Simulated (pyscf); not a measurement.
Single points on ωB97X-D3(BJ)/def2-SVP structures (PySCF, gas phase).

Problem. Estimate by transition-state theory the rate constant of HBe–CH₂–CH₃ + ethane (H₃C–CH₃) → H₃C–CH₂–Be–CH₂–CH₃ + hydrogen (H₂) (singlet surface; Be–H, C–H broken, Be–C, H–H formed) at 900 K, with ωB97M-D3(BJ)/def2-TZVP energies (ideal gas, 1 atm, RRHO with modes under 100 cm⁻¹ raised to 100, one conformer, R ln 2 for chiral ones without a mode under 150 cm⁻¹; no tunnelling).

Solution. The electronic barrier is 31.2 kcal/mol and the thermal terms add +30.6, so ΔG‡ = 61.9 kcal/mol. With k_BT/h = 1.88e+13 s⁻¹ and RT = 1.788 kcal/mol, and a volume of 1.23e-19 cm³ per molecule at 1 atm, k = 2.2e-21 cm³ molecule⁻¹ s⁻¹. Wigner's tunnelling factor for 1192i cm⁻¹ would be 1.15. A shift of 1 kcal/mol in the barrier changes k by a factor 1.7. At the saddle there is also a short Be–H contact that neither side keeps. HBe–CH₂–CH₃ lies 18.0 kcal/mol over its isomer H₃C–Be–CH₃ (electronic energy, ωB97M-D3(BJ)/def2-TZVP). This is the saddle that the search found; another between the same sides may lie lower.
